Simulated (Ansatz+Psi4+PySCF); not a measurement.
## singlet O₃: levels of theory in one basis

```xyz
3

O     0.3000    0.3000    0.3000
O    -0.2810   -0.5314    1.0675
O    -0.2490    1.4399    0.1688
```

Basis set: cc-pVTZ (spherical functions). Correlated methods keep 3 orbitals frozen. Charge 0, multiplicity 1.

Computed with Ansatz (development build ahead of 0.2.0) and Psi4 1.11; each method stands on the lowest determinant of its kind that the runs found.

```json
{"method": "RHF", "E − E(RHF) (eV)": "0.00", "<S²> of the determinant": "0.00"}
{"method": "UHF", "E − E(RHF) (eV)": "-2.36", "<S²> of the determinant": "0.93"}
{"method": "UHF-MP2", "E − E(RHF) (eV)": "-19.48", "<S²> of the determinant": "0.93"}
{"method": "RHF-CCSD", "E − E(RHF) (eV)": "-20.28", "<S²> of the determinant": "–"}
{"method": "UHF-CCSD", "E − E(RHF) (eV)": "-20.39", "<S²> of the determinant": "0.93"}
{"method": "RHF-CCSD(T)", "E − E(RHF) (eV)": "-21.56", "<S²> of the determinant": "–"}
{"method": "UHF-CCSD(T)", "E − E(RHF) (eV)": "-21.29", "<S²> of the determinant": "0.93"}
```

Q: What does RHF-MP2 give on the same scale?

A: -21.18 eV.

Q: Is a single determinant a sound starting point here?

A: It is doubtful. Unrestricted orbitals lower Hartree–Fock by 2.36 eV and <S²> is 0.93 where a pure state has 0.00, a sign of strong static correlation.

Caution for RHF, RHF-MP2, RHF-CCSD, RHF-CCSD(T): an unrestricted determinant lies well below. Caution for UHF, UHF-MP2, UHF-CCSD, UHF-CCSD(T): the unrestricted determinant is a mixture of spin states; the determinant breaks the point group. Caution for RHF-MP2, RHF-CCSD, RHF-CCSD(T): large share of triples, a single reference is doubtful. Caution for UHF-MP2, UHF-CCSD, UHF-CCSD(T): large amplitudes, a single reference is doubtful. Caution for UHF-MP2, UHF-CCSD(T): another reference gives a lower total. Caution for RHF-CCSD, UHF-CCSD, RHF-CCSD(T), UHF-CCSD(T): the program doubts this total.
